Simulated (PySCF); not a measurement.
# Potential energy of NO⁺ along the bond

Set-up: basis N pcseg-2, O pcseg-2; no relativity; PySCF 2.14. Energies in eV from N + O⁺ in their ground configurations at the same level. State: ¹Σ⁺ (singlet), closed shell.

Curves on a restricted Hartree–Fock reference rise too fast on stretching and do not dissociate correctly.

All columns are RHF. A positive dipole points towards O; it is taken about the centre of mass and depends on that origin.

| R (Å) | E (eV) | μ (D) | Mulliken charge on N (basis-dependent) | HOMO (eV) | LUMO (eV) | Mayer bond order | ⟨S²⟩ |
| --- | --- | --- | --- | --- | --- | --- | --- |
| 0.908 | -3.395 | -0.19 | 0.55 | -31.17 | -5.03 | 2.69 | 0.00 |
| 0.950 | -4.701 | -0.31 | 0.62 | -31.17 | -5.79 | 2.71 | 0.00 |
| 0.993 | -5.331 | -0.44 | 0.68 | -31.14 | -6.50 | 2.72 | 0.00 |
| 1.024 | -5.466 | -0.54 | 0.71 | -31.09 | -7.01 | 2.72 | 0.00 |
| 1.056 | -5.374 | -0.64 | 0.74 | -31.01 | -7.50 | 2.71 | 0.00 |
| 1.088 | -5.103 | -0.74 | 0.76 | -30.85 | -7.96 | 2.71 | 0.00 |
| 1.130 | -4.530 | -0.87 | 0.78 | -30.14 | -8.54 | 2.70 | 0.00 |
| 1.183 | -3.571 | -1.05 | 0.80 | -29.33 | -9.20 | 2.69 | 0.00 |
| 1.246 | -2.199 | -1.26 | 0.80 | -28.44 | -9.90 | 2.68 | 0.00 |
| 1.331 | -0.197 | -1.55 | 0.80 | -27.39 | -10.72 | 2.66 | 0.00 |

A fit through these points gives, at Re = 1.026 Å, μ = -0.54 D and dμ/dR = -3.10 D/Å; the reduced mass is 7.466 u.

Problem. How strong is the fundamental in the double-harmonic approximation, I = 42.26·(dμ/dR)²/μred km/mol?

Solution. I = 42.26·(-3.10)²/7.466 = 54.4 km/mol at RHF.

For an ion De counts to the pair picked by the measured ionisation energies or electron affinities, which need not be the lowest pair at this level. Where the molecule has an RHF reference, its open-shell atoms are computed with UHF. Hartree–Fock leaves out correlation, which carries a large part of most bond energies and some tenths to 1 eV of ionisation energies.
